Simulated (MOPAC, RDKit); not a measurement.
Complex: CH5N (SMILES CN) (first 7 atoms) with H2O (SMILES O); geometry from S66by8 set.
(charge 0, multiplicity 1):
```xyz
10

N     -0.9737    -0.7578    -0.3509
H     -1.0694    -1.7266    -0.0750
H     -1.5629    -0.6444    -1.1656
C     -1.4572     0.1103     0.7295
H     -1.3530     1.1474     0.4216
H     -2.4950    -0.0631     1.0206
H     -0.8253    -0.0294     1.6027
O      2.1500     0.6316    -0.2645
H      1.3324     0.1353    -0.4376
H      2.7319     0.3731    -0.9802
```

Counterpoise-corrected where a basis set is named; no monomer relaxation. RDKit's UFF carries no charges.

The state that PM3, PM6 reach isn't checked.

Run with MOPAC for PM3, PM6 (differences of heats of formation); RDKit for the force fields. 

Task: One of these levels gives -3.88 kcal/mol for the interaction energy. Which one is it?
A. MMFF94
B. UFF
C. PM3
D. PM6

Result: D, PM6. The others give -4.23 (MMFF94), 0.35 (UFF), -1.45 (PM3)
